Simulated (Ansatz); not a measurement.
Candidates: body-centred tetragonal In, hcp Tc, hcp Zn, hcp Co, hcp Tl, white tin (β-Sn). Level: PBEsol (Ansatz, an electronic-structure program, plane waves, PAW).

Ansatz's runs of these crystals have no spin polarisation, but for hcp Co.

Density-functional runs with spin start from parallel moments for hcp Co.

Spin–orbit coupling is left out, also for the solids with elements from indium on (body-centred tetragonal In, hcp Tl, white tin (β-Sn)); its size isn't shown.

Ansatz's density-functional and Hartree–Fock values are scalar-relativistic unless marked +SOC, with PAW data made under PBE.

Question: Order them by their c axis length at this level, smallest first.

Answer: white tin (β-Sn) (3.154 Å), hcp Co (3.969 Å), hcp Tc (4.359 Å), hcp Zn (4.866 Å), body-centred tetragonal In (4.923 Å), hcp Tl (5.507 Å)
